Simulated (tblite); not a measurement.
# ClF5H5: the cost of one run

Computed with tblite 0.8.0 and PySCF 2.14.0; each step states its level. No surroundings beyond the atoms listed, unless a continuum is named. Atoms count from 0, parts from 1.

## 1. The system as given

11 atoms, charge -1, multiplicity 1; geometry: parts in contact. Parts: 1 = atom 0, `[Cl-]`, charge -1; 2 = atoms 1–2, `F`, charge 0; 3 = atoms 3–4, `F`, charge 0; 4 = atoms 5–6, `F`, charge 0; 5 = atoms 7–8, `F`, charge 0; 6 = atoms 9–10, `F`, charge 0. In the given geometry H2 has moved to Cl0 of another part (1.30 Å), so values for the parts refer to these atom groups.

## 2. Docking the parts with GFN2-xTB

What the job is given:

```
{"job": {"kind": "dock", "xc": "GFN2-xTB", "basis": "xTB"}, "charge": -1, "multiplicity": 1, "parts": [{"atoms": "0-0", "charge": -1, "multiplicity": 1}, {"atoms": "1-2", "charge": 0, "multiplicity": 1}, {"atoms": "3-4", "charge": 0, "multiplicity": 1}, {"atoms": "5-6", "charge": 0, "multiplicity": 1}, {"atoms": "7-8", "charge": 0, "multiplicity": 1}, {"atoms": "9-10", "charge": 0, "multiplicity": 1}]}
Cl     0.209864    -0.100010    -0.421291
F     -1.531522    -1.599522    -2.254353
H     -0.511736    -0.806578    -1.241070
F     -2.118916    -3.670022    -1.330421
H     -1.871857    -2.761157    -1.754486
F     -3.050007    -0.206252    -3.337692
H     -2.362021    -0.802416    -2.912011
F     -5.187445     0.682290    -2.275405
H     -4.380134     0.377034    -2.685710
F      0.047324    -4.580576    -0.498095
H     -0.837460    -4.309221    -0.778203
```

Level: GFN2-xTB search for minima from random contacts, gas phase.

Command:

```console
> OMP_NUM_THREADS=1 python cluster_run.py task.json out
```

This one command runs all jobs of the session in turn.

Q: Estimate the wall time of this first job on 1 thread of Arm Neoverse V2, shared host.

About 15 s.
